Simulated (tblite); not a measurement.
Ammonium, NH₄ (charge +1).
SMILES with atom numbers: `[NH4+:1]` (hydrogens: H2, H3, H4, H5 on N1)

Computed with GFN2-xTB (tblite), gas phase: Langevin dynamics at 300 K from the optimised GFN2-xTB geometry, time step 0.5 fs, friction 0.01 fs⁻¹, 2000 steps.

Start geometry:
```
atom  x, y, z in Å
N1      0.002    0.001   -0.003
H2      0.867   -0.558   -0.012
H3      0.185    0.923   -0.423
H4     -0.318    0.123    0.968
H5     -0.726   -0.485   -0.546
```

The statistics below take the 31 frames saved every 25 fs from 250 to 1000 fs; their kinetic temperature (all 3N coordinates) averages 388 K.

Question: Give the mean, spread and extremes of the bond lengths.

Answer: 
```json
{"bond": "N1–H2", "start (Å)": "1.030", "mean (Å)": "1.037", "standard deviation (Å)": "0.032", "shortest (Å)": "0.969", "longest (Å)": "1.109"}
{"bond": "N1–H3", "start (Å)": "1.030", "mean (Å)": "1.037", "standard deviation (Å)": "0.027", "shortest (Å)": "0.977", "longest (Å)": "1.092"}
{"bond": "N1–H4", "start (Å)": "1.030", "mean (Å)": "1.033", "standard deviation (Å)": "0.028", "shortest (Å)": "0.973", "longest (Å)": "1.086"}
{"bond": "N1–H5", "start (Å)": "1.030", "mean (Å)": "1.033", "standard deviation (Å)": "0.023", "shortest (Å)": "0.990", "longest (Å)": "1.076"}
```

Question: Give the same statistics for bond angles, one of each kind.

Answer: 
```csv
angle,start (°),mean (°),standard deviation (°),smallest (°),largest (°)
H2–N1–H3,109.5,108.0,3.5,101.6,113.3
```

Question: How far does each atom move about its mean position (frames aligned on the start, all atoms weighted alike), and what rms force does it feel?

Answer: 
```
atom  rms displacement (Å)  rms force (eV/Å)
  N1                  0.04              1.91
  H2                  0.06              1.24
  H3                  0.05              1.10
  H4                  0.06              1.15
  H5                  0.05              0.97
```

The displacements run from 0.04 to 0.06 Å.

Question: How widely does the potential energy scatter, against a harmonic estimate?

Answer: Mean 0.12 eV above the start, standard deviation 0.052 eV, range 0.02 to 0.26 eV. For 9 classical harmonic modes at 300 K the canonical values are 9kT/2 = 0.12 eV and kT·√(9/2) = 0.055 eV.

The run is classical and short, so these are rough statistics of one trajectory.

The cost below is that of the whole dynamics run. Time: 8.6 s wall; peak memory 0.18 GiB. Hardware: one thread of an AMD EPYC, on a shared host.
